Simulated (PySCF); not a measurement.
**B2PLYP/STO-6G run of PH3S (SMILES [PH3]=S)**

Aim: the vertical ionisation energy of PH3S at B2PLYP/STO-6G, from 2 runs. 

Program for the calculation: PySCF 2.14.0.

11 further runs of the same task are left out: 2 that didn't finish, 9 set aside as unsound or not needed.

### Step 1. The molecule

PH3S has 5 atoms, charge 0, and is taken as a singlet. SMILES: `[PH3]=S`. The shape is that of a GFN2-xTB optimisation.

Bond lengths: P1–S2 1.914 Å, P1–H3 1.394 Å, P1–H4 1.394 Å, P1–H5 1.394 Å. Angles: S2–P1–H3 118.2°, S2–P1–H4 118.2°, S2–P1–H5 118.2°, H3–P1–H4 99.6°, H3–P1–H5 99.4°, H4–P1–H5 99.4°.

### Step 2. The energy at B2PLYP/STO-6G

Contents of input.py:

```python
from pyscf import gto, dft, mp

mol = gto.Mole()
mol.atom = '''
P    0.007920  -0.006600   0.007660
S    1.261690  -0.941140   1.111260
H   -1.166840   0.461930   0.594540
H   -0.532470  -0.676580  -1.089190
H    0.429710   1.162380  -0.624270
'''
mol.charge = 0
mol.basis = 'sto-6g'
mol.max_memory = 1860
mol.verbose = 3
mol.build()

calc0 = dft.RKS(mol, xc='0.53*HF + 0.47*B88, 0.73*LYP')
calc0.grids.level = 5
calc0.conv_tol = 1e-10
calc0.kernel()
if not calc0.converged:
    calc0 = calc0.newton().run(calc0.mo_coeff, calc0.mo_occ)

pt = mp.MP2(calc0, frozen=10).run()
etot = calc0.e_tot + 0.27 * pt.e_corr
print('PT2 part  %.8f' % (0.27 * pt.e_corr))
print('E(%s) = %.9f' % ('B2PLYP', etot))
```

On the command line:

```
$ OMP_NUM_THREADS=1 python input.py
```

The program printed:

```text
converged SCF energy = -738.271859436477
E(RMP2) = -738.358113633071  E_corr = -0.0862541965944207
E(SCS-RMP2) = -738.365760524453  E_corr = -0.0939010879765421
PT2 part  -0.02328863
E(B2PLYP) = -738.295148070
```

Wall time 5.1 s (1 thread of Intel Xeon Platinum 8259CL at 2.50GHz (Skylake/Cascade Lake), shared host); peak memory 0.21 GiB.

### Step 3. The doublet cation at the same level

Contents of job.py:

```python
from pyscf import gto, dft, mp

molecule = gto.Mole()
molecule.atom = [
    ('P', (0.007920, -0.006600, 0.007660)),
    ('S', (1.261690, -0.941140, 1.111260)),
    ('H', (-1.166840, 0.461930, 0.594540)),
    ('H', (-0.532470, -0.676580, -1.089190)),
    ('H', (0.429710, 1.162380, -0.624270)),
]
molecule.charge = 1
molecule.max_memory = 1860
molecule.spin = 1
molecule.verbose = 3
molecule.basis = 'sto-6g'
molecule.build()

mf = dft.UKS(molecule, xc='0.53*HF + 0.47*B88, 0.73*LYP')
mf.grids.level = 5
mf.conv_tol = 1e-10
mf.kernel()
if not mf.converged:
    mf = mf.newton().run(mf.mo_coeff, mf.mo_occ)

pt = mp.MP2(mf, frozen=10).run()
e_tot = mf.e_tot + 0.27 * pt.e_corr
print('PT2 part  %.8f' % (0.27 * pt.e_corr))
print('E = %.10f Eh' % e_tot)
```

On the command line:

```
$ OMP_NUM_THREADS=1 python job.py
```

The program printed:

```text
WARN: HOMO -0.256398382642233 >= LUMO -0.256398382642232

converged SCF energy = -738.102282704784  <S^2> = 0.75176471  2S+1 = 2.0017639
E(UMP2) = -738.173811585572  E_corr = -0.0715288807889626
E(SCS-UMP2) = -738.183355527004  E_corr = -0.0810728222206701
PT2 part  -0.01931280
E = -738.1215955026 Eh
```

Run time: 9 s. Hardware: 1 thread of Intel Xeon Platinum 8259CL at 2.50GHz (Skylake/Cascade Lake), shared host; peak memory 0.21 GiB.

### Step 4. Outcome

At B2PLYP/STO-6G, 10 core orbitals frozen:

```
                                                                quantity          value
                                              singlet PH3S: total energy  -738.29515 Eh
                                  singlet PH3S: dipole moment (SCF part)         3.92 D
                         singlet PH3S: HOMO energy (SCF part's orbitals)       -2.85 eV
                         singlet PH3S: LUMO energy (SCF part's orbitals)        8.59 eV
                       singlet PH3S: HOMO–LUMO gap (SCF part's orbitals)       11.44 eV
                                            doublet cation: total energy  -738.12160 Eh
doublet cation: HOMO energy (SCF part's orbitals) (highest over α and β)      -12.57 eV
 doublet cation: LUMO energy (SCF part's orbitals) (lowest over α and β)       -6.41 eV
                                                    doublet cation: ⟨S²⟩          0.752
                      vertical ionisation energy (to the doublet cation)       4.723 eV
```

What this shows: The vertical ionisation energy comes to 4.72 eV (109 kcal/mol). −ε(HOMO) before ionisation, 2.85 eV, is 1.87 eV below this ionisation energy. In a minimal basis such a difference can be off by several eV, whatever the method.
